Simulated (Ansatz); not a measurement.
A nudged elastic band was laid between two geometries of H₄OSi (6 atoms, charge 0, multiplicity 1).

Method: RKS BHLYP/cc-pVDZ (Ansatz 0.2.0).

* movable images: 5
* climbing image: yes
* spring: 5.0 eV/Å²
* optimiser: quadratic models (default)
* start path: through a guess of the saddle point
* force threshold: 0.05 eV/Å
* iteration limit: 60
* end points: relaxed

Initial state:

```xyz
6
Properties=species:S:1:pos:R:3
Si 0.152 0.025 0.208
H 0.204 0.147 1.689
H 1.530 -0.255 -0.281
H -0.350 1.283 -0.387
O -0.925 -1.165 -0.273
H -0.754 -2.052 0.037
```

Final state:

```xyz
6
Properties=species:S:1:pos:R:3
Si -1.013 0.055 0.324
H 1.609 0.145 1.416
H 1.810 0.331 0.710
H -0.327 0.931 -0.723
O -0.921 -1.358 -0.584
H -1.301 -2.120 -0.149
```

Q: What changes between the two ends?

A: Bonds broken: Si1–H2, Si1–H3. Bonds formed: H2–H3. H4OSi becomes H2 + H2OSi.

Q: Give the energies along the band, and the barrier.

A: The run converged. The highest image is number 3 of 0 to 6, 3.09 eV above the first end and 1.03 eV above the last; the last end lies 2.07 eV above the first. Neighbouring images differ by up to 2.0 eV, so the band resolves the path poorly. A vibrational analysis at the climbing image gives one clearly imaginary mode, 1413i cm⁻¹: a first-order saddle point. The orbitals stay closed-shell, which can raise the energy where a bond breaks towards radicals; this wasn't checked here.

```csv
image,path coordinate (Å),energy (eV),Si1–H2 (Å),Si1–H3 (Å),H2–H3 (Å)
0,0.00,0.00,1.49,1.49,2.41
1,0.63,0.03,1.49,1.48,2.40
2,1.25,1.12,1.45,1.47,1.79
3,1.87,3.09,1.52,1.68,1.17
4,2.37,2.25,1.91,2.05,0.79
5,2.88,2.08,2.45,2.50,0.76
6,3.38,2.07,2.84,2.86,0.76
```

Q: What is the geometry of the highest image?

A: 
```xyz
6
Properties=species:S:1:pos:R:3
Si -0.318 0.040 0.415
H 0.917 -0.018 1.293
H 1.351 0.120 0.213
H -0.248 1.191 -0.508
O -0.651 -1.366 -0.452
H -1.194 -1.983 0.033
```

The band took 12 iterations and roughly 60 core-seconds.

The run took 62 s on 1 thread of Intel(R) Xeon(R) CPU @ 2.60GHz (Ice Lake), with other jobs on the host, peak memory 0.12 GiB.
